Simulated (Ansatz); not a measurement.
## C2H2N2S, singlet: CASSCF and its corrections

Computed with Ansatz's Gaussian-basis code (development build). Basis cc-pV(T+d)Z on S, cc-pVTZ on N/C/H, nonrelativistic, no frozen core. State-specific CASSCF; RHF is the lowest restricted (open-shell) Hartree–Fock solution met. Solutions may break the symmetry of the shape. The lowest solution met needn't be the lowest there is, nor hold the orbitals that a chemist would pick.

Geometry:

| atom | x (Å) | y (Å) | z (Å) |
| --- | --- | --- | --- |
| S | 0.0000 | -0.0574 | 1.1391 |
| N | 0.0000 | -1.2434 | -0.0237 |
| C | 0.0000 | -0.6246 | -1.2009 |
| N | 0.0000 | 0.7387 | -1.2629 |
| C | 0.0000 | 1.1946 | -0.0227 |
| H | 0.0000 | -1.2167 | -2.1091 |
| H | 0.0000 | 2.2482 | 0.2309 |

Q: What do CASSCF and its corrections give against RHF in CAS(6,5), and what are the occupations?

A: CASSCF -1.548 eV, SC-NEVPT2 -28.353 eV; occupations 1.99, 1.94, 1.90, 0.10, 0.07.

Q: Roughly how much CPU time does a whole run from the default start take (median of such runs, summed over threads; nearly all runs on one pinned thread of a shared server, mostly Xeon at 2.3 to 2.6 GHz, by a development driver)?

A: CAS(6,5): about 14 s. Other jobs ran beside these, and the count of passes differs.
